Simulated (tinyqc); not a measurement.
RKS/LDA (VWN5) in the sto-3g basis, for BH, spin multiplicity 1, step by step. One step of it, computed by the program tinyqc.

Task: Orthogonalisation. S = U s U^T; symmetric (Loewdin) form X = U s^(-1/2) U^T, so that X^T S X = 1.

overlap S, order 1B 1s, 1B 2s, 1B 2px, 1B 2py, 1B 2pz, 2H 1s:
$$\begin{pmatrix}
1.000000 & 0.269328 & 0.000000 & 0.000000 & 0.000000 & 0.022924 \\
0.269328 & 1.000000 & 0.000000 & 0.000000 & 0.000000 & 0.263914 \\
0.000000 & 0.000000 & 1.000000 & 0.000000 & 0.000000 & 0.000000 \\
0.000000 & 0.000000 & 0.000000 & 1.000000 & 0.000000 & 0.000000 \\
0.000000 & 0.000000 & 0.000000 & 0.000000 & 1.000000 & 0.312933 \\
0.022924 & 0.263914 & 0.000000 & 0.000000 & 0.312933 & 1.000000
\end{pmatrix}$$

Give: eigenvalues of S; X.

Result:

eigenvalues of S: [0.556, 0.804, 1.000, 1.000, 1.177, 1.463]

X, order 1B 1s, 1B 2s, 1B 2px, 1B 2py, 1B 2pz, 2H 1s:
$$\begin{pmatrix}
1.029 & -0.146 & 0.000 & 0.000 & -0.005 & 0.019 \\
-0.146 & 1.061 & 0.000 & 0.000 & 0.037 & -0.153 \\
0.000 & 0.000 & 1.000 & 0.000 & 0.000 & 0.000 \\
0.000 & 0.000 & 0.000 & 1.000 & 0.000 & 0.000 \\
-0.005 & 0.037 & 0.000 & 0.000 & 1.042 & -0.176 \\
0.019 & -0.153 & 0.000 & 0.000 & -0.176 & 1.073
\end{pmatrix}$$
